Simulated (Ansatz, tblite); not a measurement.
Cost and result up the ladder for BH2(SMe) (CH5BS) (8 atoms). Total charge 0; singlet. Geometry: PBE0-D4/def2-TZVP.

Cartesian coordinates in Å:
```
B 0.908 -1.191 -0.524
H 1.546 -0.292 -0.984
H 1.210 -2.336 -0.660
S -0.545 -0.889 0.403
C -0.745 0.909 0.433
H 0.095 1.384 -0.069
H -0.794 1.242 1.469
H -1.675 1.173 -0.069
```

Ansatz on 4 threads of Arm Neoverse V1 on a shared host; xTB runs through tblite on one thread. Times are rough, summed over both states, and most runs start from the orbitals of an earlier one. PBE0-D4/def2-TZVP serves as the yardstick here, not as an exact answer. The other state is a doublet.

The xTB rows come from tblite.

Raw xTB energies of ions are shifted by several eV.

```json
{"level": "GFN2-xTB", "functions": "22", "wall time": "0.006 s"}
{"level": "GFN1-xTB", "functions": "27", "wall time": "0.008 s"}
{"level": "PBE-D4/def2-TZVP", "functions": "129", "wall time": "2.4 s"}
{"level": "PBE0-D4/def2-TZVP", "functions": "129", "wall time": "3.4 s"}
{"level": "r2SCAN-D4/def2-TZVP (with forces)", "functions": "129", "wall time": "4.8 s"}
```

Estimate what each level gives for the vertical IE (eV).


```tsv
level	vertical IE (eV)	difference from PBE0-D4/def2-TZVP (eV)
GFN2-xTB	14.08	3.98
GFN1-xTB	15.40	5.29
PBE-D4/def2-TZVP	10.11	0.00
PBE0-D4/def2-TZVP	10.11	0.00
r2SCAN-D4/def2-TZVP (with forces)	10.08	-0.03
```
